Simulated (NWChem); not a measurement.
Species: CH3O, doublet; SMILES C[O]

All runs: NWChem. Spin-unrestricted. The radical's symmetric form is orbitally degenerate, so geometry and low modes hang on which distorted state is reached. Geometry: optimised at PBE-D3(BJ)/def2-SVP, spin-unrestricted. No stability test was run on the SCF state. Level: B3LYP/def2-SVP with SMD (1 M gas to 1 M solution), gas-phase geometry. Reactions with the solvent are ignored.

Q: Order these by “dipole in solution (D)”, lowest first: toluene; dimethyl sulfoxide; water.

A: toluene (2.20), dimethyl sulfoxide (2.38), water (2.63)
